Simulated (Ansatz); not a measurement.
bcc V, treated with r²SCAN in Ansatz (plane waves, PAW).

Run with plane-wave cutoff 500 eV, 34×34×34 k mesh, Fermi–Dirac smearing 0.1 eV, no spin polarisation, scalar-relativistic PAW data made under PBE.

Computed at the level's own relaxed cell.

Give the computed equilibrium volume per atom and lattice constant a.


equilibrium volume per atom: 13.28 Å³/atom
lattice constant a: 2.984 Å

Measured, for comparison: equilibrium volume per atom 13.79 Å³/atom, lattice constant a 3.021 Å (static lattice: zero-point anharmonic expansion removed; as tabulated in Mejia-Rodriguez and Trickey (2018), arXiv:1807.09216). Computed (rounded) less measured: equilibrium volume per atom -3.7 %, lattice constant a -1.2 %.

Computed values are for the static lattice.

Computing time: very roughly 100 core-seconds.

Ansatz is a quantum-chemistry and plane-wave program.
